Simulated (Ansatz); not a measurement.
Conformers of C2H2F4 (`FC(F)C(F)F`), each relaxed with PBE0-D4/def2-TZVP in Ansatz. CBS adds the triple-zeta coupled-cluster correction to the MP2 limit.

Not all of them had a frequency check.

Conformer A:

Cartesian coordinates in Å:
```
F 0.738 1.559 -0.282
C -0.241 0.715 0.100
F -1.314 0.924 -0.688
C 0.241 -0.715 -0.100
F -0.737 -1.559 0.284
F 1.315 -0.924 0.687
H -0.509 0.914 1.142
H 0.507 -0.914 -1.143
```

Conformer B:

```xyz
8

F     0.418    1.157   -1.248
C     0.647    0.149   -0.378
F     0.952   -0.958   -1.074
C    -0.616   -0.076    0.445
F    -0.341   -0.973    1.417
F    -1.595   -0.570   -0.331
H     1.493    0.414    0.264
H    -0.958    0.857    0.905
```

(1) Which is lowest in electronic energy at CCSD(T)/CBS (frozen core, def2 sets), and by how much? (An estimate is asked.)

(2) Give the energies relative to A (kJ/mol) with r2SCAN-D4/def2-TZVPP, B3LYP-D4/def2-TZVPP, PBE/def2-TZVPP, PBE0/def2-TZVPP, B3LYP/def2-TZVPP, HF/def2-TZVPP, MP2/def2-QZVPP. (Estimate.)

Answers

(1) Ansatz gave: A; B lies 5.8 kJ/mol higher.

(2) Computed: 
| level | B |
| --- | --- |
| r2SCAN-D4/def2-TZVPP | 5.6 |
| B3LYP-D4/def2-TZVPP | 5.7 |
| PBE/def2-TZVPP | 5.6 |
| PBE0/def2-TZVPP | 5.7 |
| B3LYP/def2-TZVPP | 5.9 |
| HF/def2-TZVPP | 6.4 |
| MP2/def2-QZVPP | 5.8 |

B3LYP here is the variant with VWN-RPA as its local correlation; programs differ in this.
